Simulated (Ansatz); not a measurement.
```yaml
crystal:
  periodic: [false, false, false]
  atoms:
    - {symbol: C, position_ang: [-1.710908, -0.088147, 0.033991]}
    - {symbol: Ga, position_ang: [0.293571, 0.003192, -0.004851]}
    - {symbol: H, position_ang: [-2.239292, 0.875927, -0.034095]}
    - {symbol: H, position_ang: [1.216236, 1.299809, 0.007296]}
    - {symbol: H, position_ang: [1.102938, -1.346175, -0.042699]}
basis:
  gaussian: {orbitals: def2-TZVP}
hamiltonian: {xc: pbe0}
relax: {f_tol: 0.004, max_steps: 80}
```

```sh
$ ansatz run in.yaml --threads 1 --pin off --events-out ev --progress --plain --max-ram 2176MiB
```

Steps of the relaxation (energy above the last step; positions in Å, forces in eV/Å):

```
5
step 1, 769.1 meV
C    -1.711   -0.088    0.034   -0.547   -0.419    0.418
Ga    0.294    0.003   -0.005    0.726    0.243   -0.236
H    -2.239    0.876   -0.034    0.169    0.239   -0.283
H     1.216    1.300    0.007   -0.182    0.006    0.151
H     1.103   -1.346   -0.043   -0.167   -0.069   -0.051
```

```
5
step 2, 578.1 meV
C    -1.714   -0.112    0.229   -0.081    1.617    0.003
Ga    0.308    0.012   -0.016   -0.127   -0.184   -0.089
H    -2.164    0.874   -0.195    0.391   -1.389    0.058
H     1.174    1.340    0.055   -0.179   -0.098    0.230
H     1.058   -1.370   -0.113   -0.004    0.053   -0.202
```

```
5
step 3, 477.3 meV
C    -1.693   -0.031    0.406    0.103    2.141   -1.447
Ga    0.312    0.009   -0.031   -0.629   -0.179    0.345
H    -2.169    0.806   -0.345    0.735   -1.920    1.221
H     1.165    1.337    0.115   -0.165   -0.133    0.114
H     1.047   -1.377   -0.186   -0.044    0.090   -0.233
```

```
5
step 5, 115.5 meV
C    -1.580    0.286    0.491    0.129   -0.195   -0.144
Ga    0.300   -0.002    0.129   -0.298    0.208   -0.556
H    -2.115    0.483   -0.466   -0.019    0.075    0.233
H     1.135    1.320    0.176    0.137    0.035    0.189
H     0.922   -1.342   -0.370    0.052   -0.123    0.278
```

```
5
step 10, 0.6 meV
C    -1.514    0.242    0.346    0.012    0.011   -0.021
Ga    0.332    0.053   -0.026   -0.016    0.041    0.001
H    -2.320    0.507   -0.351    0.017   -0.019    0.016
H     1.226    1.310    0.243   -0.009   -0.016    0.004
H     0.938   -1.367   -0.253   -0.004   -0.017   -0.001
```

```
5
step 14, 0.0 meV
C    -1.510    0.244    0.341    0.008   -0.002    0.003
Ga    0.336    0.071   -0.028    0.004   -0.002    0.012
H    -2.325    0.483   -0.350   -0.012    0.002   -0.007
H     1.249    1.310    0.248    0.001   -0.003   -0.005
H     0.913   -1.364   -0.252   -0.001    0.006   -0.003
```

```
5
step 16, 0.0 meV
C    -1.510    0.244    0.340    0.001    0.002    0.001
Ga    0.337    0.074   -0.025   -0.003    0.001   -0.002
H    -2.328    0.480   -0.351    0.002   -0.001    0.000
H     1.254    1.310    0.248    0.000   -0.001    0.001
H     0.909   -1.363   -0.252    0.000    0.000    0.000
```

Close pairs at the end: C1–H3 1.096 Å, Ga2–H5 1.563 Å, Ga2–H4 1.563 Å, C1–Ga2 1.890 Å.

A stationary point of restricted PBE0 after 16 steps (its stability towards spin polarisation wasn't tested); no frequencies were run, so it isn't proven a minimum. 40 s on 1 thread of Arm Neoverse V1, shared host.
